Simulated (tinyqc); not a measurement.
Worked calculation: Pariser-Parr-Pople SCF with singles CI, for the molecule C=C(O)F (SMILES; centres numbered as the heavy atoms are written). One step of it, computed by the program tinyqc.

Problem. PPP integrals. Ohno: gamma = 14.399645/sqrt(R^2 + a^2), a = 2 x 14.399645/(gamma_rr + gamma_ss); H_rr = -W_r - sum_(s != r) z_s gamma_rs; H_rs = beta for bonds.

Centres (angstrom, eV; a flat drawing with bonds scaled to 1.40 angstrom):
```
centre          x          y  core charge z          W   gamma_rr
1C      -1.212000  -0.700000              1  11.160000  11.130000
2C       0.000000   0.000000              1  11.160000  11.130000
3O       1.212000  -0.700000              2  33.000000  21.500000
4F       0.000000   1.400000              2  39.000000  21.400000
```

Resonance integrals (eV):
```
i  j       beta
1  2  -2.530000
2  3  -2.380000
2  4  -2.220000
```

Give: repulsion gamma_rs; core matrix H.

Solution.

repulsion gamma_rs (eV), lower triangle:
```
         1C       2C       3O       4F
1C  11.1300
2C   7.5550  11.1300
3O   5.5819   8.7024  21.5000
4F   5.5786   8.6931   5.7235  21.4000
```

core matrix H (eV), lower triangle:
```
          1C        2C        3O        4F
1C  -41.0361
2C   -2.5300  -53.5061
3O    0.0000   -2.3800  -58.7314
4F    0.0000   -2.2200    0.0000  -64.7188
```
